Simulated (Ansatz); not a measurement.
We consider zinc-blende GaSb, described by r²SCAN in Ansatz (PAW).

Total energies, extrapolated to zero smearing (they compare only within this program, potentials and cutoff):

| system | energy (eV/atom) |
|---|---|
| zinc-blende GaSb, relaxed | -5144.9329 |
| α-phase Ga | -3790.2697 |
| rhombohedral A7 Sb | -6499.1253 |

### Question
Work out the enthalpy of formation per atom.

### Answer
ΔH_f ≈ ΔE = -5144.9329 − [1 × (-3790.2697) + 1 × (-6499.1253)]/2 = -0.235 eV/atom (0 K, no vibrations). The reference value is -0.22 eV/atom (measured, 298 K, no zero-point or thermal correction; as tabulated in Zhang et al. (2018), doi:10.1038/s41524-018-0065-z), a difference of -0.015 eV/atom.

Spin–orbit coupling is left out; its size isn't shown.

The PAW data were made under PBE.

Ansatz is an electronic-structure program.
